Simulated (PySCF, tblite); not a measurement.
## fluoride and 2 × ammonia

A gas-phase complex of fluoride and 2 × ammonia; charge -1, singlet. The structure comes from a short search (6 tight-binding starts) and was relaxed by PBE0-D3(BJ)/def2-TZVPD; another way of binding may lie lower. No frequency run checks that it is a minimum.

| part | name | SMILES | atoms | charge | multiplicity |
| --- | --- | --- | --- | --- | --- |
| 1 | fluoride | [F-] | 1 | -1 | 1 |
| 2 | ammonia | N | 2–5 | 0 | 1 |
| 3 | ammonia | N | 6–9 | 0 | 1 |

```xyz
9

F    -1.376    0.544    1.245
N    -2.467   -1.727    0.234
H    -3.308   -1.388   -0.224
H    -2.801   -2.207    1.065
H    -1.985   -0.862    0.592
N    -3.642    1.565    2.311
H    -4.129    1.944    1.504
H    -2.725    1.203    1.934
H    -4.167    0.732    2.561
```
(Å; atoms numbered from 1)

| contact | kind (by geometry) | distance (Å) | angle (°) |
| --- | --- | --- | --- |
| H8···F1 | hydrogen bond | 1.652 | 174 |
| H5···F1 | hydrogen bond | 1.665 | 174 |

Interaction energies are complex less parts, with the parts frozen as they stand in it; counterpoise-corrected, in kcal/mol (PySCF).

(1) Give the interaction energy at each level run.

(2) What holds them together? Decompose the wB97M-D3(BJ)/def2-TZVPD energy: frozen parts, their antisymmetrised product, then relaxation.

(3) Are the pair energies additive?

The parts were also relaxed and run alone, at the levels used for the complex: shieldings by PBE0/aug-pcSseg-2; core levels by delta-SCF with SCAN, aug-pcX-2 on the ionised atom and aug-pcseg-1 elsewhere, spin-free X2C.

(4) What does binding change?

Results:

(1) 
| level | interaction | superposition error removed |
| --- | --- | --- |
| wB97M-D3(BJ)/def2-TZVPD | -30.38 | -0.22 |
| PBE0-D3(BJ)/def2-TZVPD | -32.35 | -0.20 |
| RI-MP2/def2-TZVPD | -28.74 | -1.37 |

(2) electrostatic -47.4, Pauli repulsion +47.4, orbital relaxation -29.3, dispersion correction -1.4 kcal/mol, which sum to the value before the counterpoise correction; the Pauli term holds the exchange-correlation of the frozen density too. Of the attraction, 61 % is electrostatic, 37 % is orbital relaxation, 2 % is dispersion correction.

(3) The pairs sum to -32.68 kcal/mol (1–2 -16.3, 1–3 -16.4, 2–3 0.0); the rest of +2.29 is a many-body weakening.

(4) 
```tsv
property	alone	in the complex	change
N6–H8 bond (Å)	1.013	1.055	+0.042
shielding of H8 (ppm)	31.56	22.28	-9.28
shielding of F1 (ppm)	479.9	338.2	-141.7
shielding of H5 (ppm)	31.56	22.50	-9.06
shielding of N6 (ppm)	262.2	254.1	-8.0
F1 1s core level (eV)	680.05	682.06	+2.02
N2 1s core level (eV)	405.53	399.83	-5.70
N6 1s core level (eV)	405.53	399.79	-5.75
```

Density functionals tend to overstate the lengthening and the red shift of so strongly bound an X–H bond.
